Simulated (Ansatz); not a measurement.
Geometry optimisation, Ansatz, UKS PBE0-D4/cc-pVDZ.

input.yaml

```yaml
crystal:
  periodic: [false, false, false]
  atoms:
    - { symbol: C, position_ang: [-0.55998, 1.03554, -0.58844] }
    - { symbol: "N", position_ang: [0.24779, -0.14553, -0.35012] }
    - { symbol: C, position_ang: [0.952, -0.05104, 0.91502] }
    - { symbol: "N", position_ang: [-0.64916, -1.30225, -0.28062] }
    - { symbol: H, position_ang: [-1.054, 0.9367, -1.55478] }
    - { symbol: H, position_ang: [-1.32321, 1.18819, 0.18589] }
    - { symbol: H, position_ang: [0.09844, 1.90106, -0.61987] }
    - { symbol: H, position_ang: [1.63213, 0.79612, 0.86612] }
    - { symbol: H, position_ang: [1.53397, -0.95973, 1.06252] }
    - { symbol: H, position_ang: [0.27333, 0.07616, 1.76792] }
    - { symbol: H, position_ang: [-1.10743, -1.35578, -1.18867] }
    - { symbol: H, position_ang: [0.81581, -0.70002, -1.02205] }
magnetization:
  spin_polarized: true
basis:
  gaussian: { orbitals: cc-pVDZ }
hamiltonian:
  xc: pbe0
  dispersion: d4
relax:
  f_tol: 0.02
  max_steps: 50
```

Command:

```bash
$ ansatz run input.yaml --threads 2 --pin off --max-ram 3072MiB --backend cpu --events-out ev --progress --plain --runs-dir out
```

Question: Where does it end, and by what steps?

Answer: It converged. After 8 steps the energy has fallen by 0.817 eV; H12 moved furthest, 0.40 Å.

```
step  energy less start (eV)  largest force component (eV/Å)  accepted
   0                  0.0000                           1.925       yes
   1                 -0.4769                           1.922       yes
   2                 -0.7152                           1.289       yes
   3                 -0.7582                           0.974       yes
   4                 -0.8060                           0.447       yes
   5                 -0.7030                           1.360        no
   6                 -0.8167                           0.033       yes
   7                 -0.8169                           0.024       yes
   8                 -0.8170                           0.009       yes
```

```xyz
12
Properties=species:S:1:pos:R:3
C -0.538 1.047 -0.629
N 0.183 -0.220 -0.331
C 0.953 -0.088 0.919
N -0.653 -1.344 -0.158
H -1.059 0.909 -1.585
H -1.282 1.172 0.167
H 0.149 1.908 -0.696
H 1.633 0.775 0.877
H 1.497 -1.029 1.054
H 0.216 0.008 1.725
H -1.139 -1.405 -1.066
H 0.900 -0.312 -1.083
```

Whether the end is a true minimum wasn't checked by a vibrational analysis.

Time of the run: 34 s on 2 threads of Arm Neoverse V1, with other jobs on the host, peak memory 0.24 GiB.
